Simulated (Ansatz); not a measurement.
A made-up structure of CH3ClSi, closed shell:

Si1  (-0.529, 0.134, -0.673)
C2  (0.564, 0.004, 0.637)
Cl3  (0.079, -1.579, -1.783)
H4  (-1.418, -0.970, -1.078)
H5  (-0.594, 1.395, -1.436)
H6  (1.212, 0.825, 0.923)
(Å)

It is relaxed with PBE-D4/def2-SVP and then PBE0-D4/def2-TZVP (Ansatz 0.2.0). Atoms count as bonded within 1.22 times the sum of their covalent radii (H–H: 0.88 Å). The end point is not checked to be a true minimum.

(1) Does its bonding change? (A judgement: the text doesn't fix the answer.)

Results:

(1) Computed: Yes. Formed: C2–H4; broken: Si1–H4.

Where it ends: The first stage lowers the energy by 5.59 eV in 26 steps. It ends as CH₃ClSi ([CH2][SiH][Cl]):
Si1  (-0.077, 0.082, -1.264)
C2  (-0.154, -0.016, 0.420)
Cl3  (-0.151, -1.530, -2.496)
H4  (-0.248, -0.946, 0.966)
H5  (0.051, 1.324, -2.043)
H6  (-0.108, 0.894, 1.008)
(Å)

Labels in which every atom is bracketed show which atoms are joined, not bond orders.

For scale, one of the runs: PBE0-D4/def2-TZVP relaxation, 123 basis functions, launched by `ansatz run in.yaml --threads 2 --pin off --events-out ev --progress --plain --max-ram 4352MiB`. Hardware: 2 CPU threads of an Arm Neoverse V1, shared host. Wall time about 15 s.
